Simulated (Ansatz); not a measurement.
C₃H₇FS, SMILES `CCSCF`, 12 atoms. Charge 0, multiplicity 1. All runs use 4 threads of an Arm Neoverse V2 on a shared host. Correlated methods freeze the cores.

Question: How many basis functions does each run have, and how long does it take in Ansatz? RKS PBE0-D4/def2-QZVPP energy; RHF-CCSD(T)/def2-TZVPP energy; RKS PBE0-D4/def2-TZVP relaxation (7 steps); RKS ωB97M-V/def2-QZVPP energy; RHF-MP2/def2-QZVPP energy; RKS PBE0-D4/def2-TZVP frequencies; direct RPA on PBE orbitals/def2-TZVPP energy; RKS ωB97M-V/def2-TZVPP energy and forces; RKS B97M-V/def2-TZVPP energy; RKS PBE-D4/def2-TZVPP energy and forces; RHF-CCSD(T)/def2-SVP energy; RKS ωB97M-V/def2-SVP energy. (Best estimate.)

Answer: The calculation gave: Other jobs shared the machine, so times are rough.

```tsv
level	job	functions	wall time	peak host memory (GiB)
RKS PBE-D4/def2-TZVPP	energy and forces	264	2.3 s	0.32
RKS ωB97M-V/def2-SVP	energy	109	3.7 s	0.3
RHF-CCSD(T)/def2-SVP	energy	109	4.9 s	0.51
direct RPA on PBE orbitals/def2-TZVPP	energy	264	4.9 s	0.64
RKS PBE0-D4/def2-QZVPP	energy	508	7.5 s	1.8
RKS B97M-V/def2-TZVPP	energy	264	8 s	0.41
RKS ωB97M-V/def2-TZVPP	energy and forces	264	9.5 s	0.94
RKS ωB97M-V/def2-QZVPP	energy	508	17 s	2.2
RKS PBE0-D4/def2-TZVP	relaxation (7 steps)	203	21 s	0.48
RHF-MP2/def2-QZVPP	energy	508	21 s	3.5
RKS PBE0-D4/def2-TZVP	frequencies	203	2.3 min	0.5
RHF-CCSD(T)/def2-TZVPP	energy	264	2.8 min	6.7
```
